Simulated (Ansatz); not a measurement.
Relaxation of B2H5N (8 atoms, charge 0, multiplicity 1), to a largest force component of 0.02 eV/Å in at most 40 steps.

Level of theory: RKS PBE/cc-pVDZ in Ansatz 0.2.0.

```xyz
8
Properties=species:S:1:pos:R:3
B -0.948 0.609 -0.752
B 0.264 0.332 0.260
N 0.916 -1.024 0.221
H -1.309 -0.171 -1.508
H -1.510 1.709 -0.770
H 0.656 1.199 0.986
H 1.737 -1.002 0.953
H 0.286 -1.710 0.555
```

**Question.** Where does it end, and by what steps?

**Answer.** The run converged. After 12 steps the energy has fallen by 1.367 eV; H4 moved furthest, 0.98 Å.

```tsv
step	energy less start (eV)	largest force component (eV/Å)	accepted
0	0.0000	3.792	yes
1	-0.7075	2.267	yes
2	-0.9440	2.269	yes
3	-1.2161	0.327	yes
4	-1.2506	0.220	yes
5	-1.2648	0.483	yes
6	-1.2699	0.638	yes
7	-1.3325	0.181	yes
8	-1.3361	0.652	yes
9	-1.3564	0.355	yes
10	-1.3592	0.297	yes
11	-1.3666	0.092	yes
12	-1.3674	0.018	yes
```

```xyz
8
Properties=species:S:1:pos:R:3
B -0.985 0.625 -0.793
B 0.354 0.248 0.125
N 0.757 -0.953 0.718
H -0.973 0.593 -2.015
H -2.005 1.090 -0.304
H 1.101 1.213 0.297
H 1.613 -1.048 1.263
H 0.231 -1.825 0.653
```

Whether the end is a true minimum wasn't checked by a vibrational analysis.

The run took 24 s on 1 thread of Intel(R) Xeon(R) Platinum 8259CL CPU @ 2.50GHz (Skylake/Cascade Lake), on a shared host, peak memory 0.11 GiB.
